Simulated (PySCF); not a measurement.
B3LYP has the VWN-RPA correlation part, as in Gaussian. Excitations are Tamm–Dancoff values on a coarser integration grid. The basis has no diffuse functions, so Rydberg states are missing or too high.

## C$_{3}$H$_{3}$N, SMILES `C=CC#N` (charge 0, multiplicity 1)

The numbers are results of PySCF with B3LYP-D3(BJ)/def2-TZVP, not measurements.

```json
{
  "HOMO": "-8.23 eV",
  "dipole_moment": "4.01 D",
  "HOMO–LUMO gap": "6.29 eV",
  "LUMO": "-1.94 eV",
  "S1 excitation (TDA)": "6.13 eV",
  "S1 oscillator strength": "0.000",
  "brightest of the four lowest singlets (TDA)": "6.56 eV",
  "T1 excitation (TDA)": "3.77 eV",
  "S1–T1 gap (TDA)": "2.36 eV",
  "vertical ionisation energy (Delta-SCF)": "10.77 eV",
  "total_energy": "-170.9091 Ha",
  "cost": "roughly 80 core-seconds"
}
```

```xyz
7

C     -1.0241    -0.2183     0.1126
C      0.1063     0.4684    -0.0377
C      1.3854    -0.1543    -0.1303
N      2.4286    -0.6378    -0.2077
H     -1.0289    -1.2981     0.1733
H     -1.9744     0.2931     0.1780
H      0.1040     1.5502    -0.0979
```
Charge 0, spin multiplicity 1.
